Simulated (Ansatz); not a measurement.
Mulliken charges of C3H6F, SMILES `[CH2]CCF` radical from B3LYP/def2-TZVPP in Ansatz (PBE0-D4/def2-TZVP geometry).

```json
{"atom": "C1", "x (Å)": "-0.923", "y (Å)": "1.041", "z (Å)": "-0.044", "charge (e)": "-0.287"}
{"atom": "C2", "x (Å)": "0.148", "y (Å)": "0.157", "z (Å)": "-0.556", "charge (e)": "-0.061"}
{"atom": "C3", "x (Å)": "0.665", "y (Å)": "-0.825", "z (Å)": "0.471", "charge (e)": "0.084"}
{"atom": "F4", "x (Å)": "-0.356", "y (Å)": "-1.667", "z (Å)": "0.880", "charge (e)": "-0.259"}
{"atom": "H5", "x (Å)": "-1.112", "y (Å)": "2.004", "z (Å)": "-0.500", "charge (e)": "0.111"}
{"atom": "H6", "x (Å)": "-1.632", "y (Å)": "0.670", "z (Å)": "0.685", "charge (e)": "0.122"}
{"atom": "H7", "x (Å)": "0.998", "y (Å)": "0.746", "z (Å)": "-0.921", "charge (e)": "0.059"}
{"atom": "H8", "x (Å)": "-0.206", "y (Å)": "-0.421", "z (Å)": "-1.425", "charge (e)": "0.074"}
{"atom": "H9", "x (Å)": "1.461", "y (Å)": "-1.449", "z (Å)": "0.054", "charge (e)": "0.084"}
{"atom": "H10", "x (Å)": "1.040", "y (Å)": "-0.308", "z (Å)": "1.359", "charge (e)": "0.073"}
```

Question: By hand: the dipole of these point charges (1 e Å = 4.8032 D).

Answer: Σ q r = (0.324, 0.227, -0.170) e Å, of length 0.431 e Å = 2.07 D.

Question: How does the dipole of the full density compare? (Estimate.)

Answer: Computed: (0.260, 0.212, -0.176) e Å, 1.82 D; the point charges give 1.14 times that, at 6° from its direction.

Point charges leave out the atoms' own dipoles, such as those of lone pairs, and Mulliken's split depends on the basis, so the close match here is no proof of good charges.

B3LYP here is the variant with VWN-RPA as its local correlation; programs differ in this.
